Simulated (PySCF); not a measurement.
## How well does each level of theory give the bulk modulus of rock-salt LiH?

Reference value: 40.1 GPa (measured, 0 K value with the zero-point phonon effect removed; as tabulated in Mejia-Rodriguez and Trickey (2018), arXiv:1807.09216).

| level (code) | value (GPa) | cell (Å³/atom) | error (%) |
|---|---|---|---|
| PBE (PySCF) | 35.7 ± 1 | 8.05 | -11.0 |
| Hartree–Fock (PySCF) | 33.1 ± 1.0 | 8.62 | -17.5 |
| MP2 (PySCF) | 37.7 ± 1 | 8.08 | -6.0 |

The best agreement in this table is that of MP2 (-6.0 %). Hartree–Fock (-17.5 %) lies farthest from it. Within 15 %: PBE, MP2. Of the first-principles levels, DFT without exact exchange (PBE) would do here.

A ± on a computed value is a rough bar: the spread of its extrapolation, a floor set from checks against published values, or a statistical error. Each level is taken at its own relaxed cell.

Differences are worked out from the printed values.
